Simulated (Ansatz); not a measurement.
**[Br···H···SiH3], doublet: the ladder up to UCCSDT(Q)**

Geometry: a point of a hydrogen-transfer path between rigid fragments, not a stationary point.

```yaml
atoms:
  - { symbol: Br, position_ang: [-1.0509, 0.0000, 0.0000] }
  - { symbol: H, position_ang: [0.7221, 0.0000, 0.0000] }
  - { symbol: Si, position_ang: [2.6321, 0.0000, 0.0000] }
  - { symbol: H, position_ang: [3.0821, -1.4163, 0.0000] }
  - { symbol: H, position_ang: [3.0821, 0.7081, -1.2265] }
  - { symbol: H, position_ang: [3.0821, 0.7081, 1.2265] }
```

Basis cc-pVDZ; Ansatz 0.2.0. Correlated methods freeze the noble-gas cores and the filled d shells of p-block atoms, which leaves 15 electrons in 46 orbitals. Prefix R: restricted or restricted open-shell reference; prefix U: unrestricted. Active spaces: pair = (3e, 3o) about the gap; valence = (15e, 12o) chosen from the atoms' valence shells. No spin–orbit coupling is included, and no scalar relativity.

Full CI isn't at hand for all of this; UCCSDT(Q) serves as the reference, and is uncertain by about the last step of the cluster series. The frozen core follows each run's orbitals, which can shift R against U totals by a few meV for light atoms and by up to 0.1 eV past Ca.

The UHF ⟨S²⟩ is 0.799 and the T1 diagnostic (RCCSD) is 0.0186. The largest doubles amplitude (RCCSD) is 0.058 and the T1 diagnostic (UCCSD) is 0.0158.

```tsv
level	E − E(UCCSDT(Q)) (kJ/mol)	share of correlation (%)	wall time
UHF	719.3	3.15	–
UMP2	132.6	82.14	–
UCCSD	17.3	97.67	–
UCCSD(T)	3.7	99.50	10 s
UCCSDT	1.0	99.87	–
```

The correlation energy at UCCSDT(Q), counted from RHF, is -7.698 eV. That run took 4.5 s on 2 threads of AMD EPYC 7R13 with a shared H100 80 GB, shared host.

Run but not shown, since their state or frozen core can't be matched to the reference's or they repeat it: RHF, RMP2, CISD, RCCSD, RCCSD(T), BCCD(T), RCCSDT, RCCSDT(Q), CASSCF (pair space), NEVPT2 (pair space), MRCISD (pair space), MRCISD+Q (pair space), CASSCF (valence space), NEVPT2 (valence space), MRCISD (valence space), MRCISD+Q (valence space).

Times hold each run's SCF and search for its determinant on a shared host, so for small cases they say little of a method's own cost; they ran on 1 thread of AMD EPYC 7R13.

Natural occupations of CASSCF (valence space) about the gap: 1.985 1.975 1.975 1.954 1.003 0.048 0.024 0.018 0.018; effectively unpaired electrons, Σ n²(2−n)², 1.03.
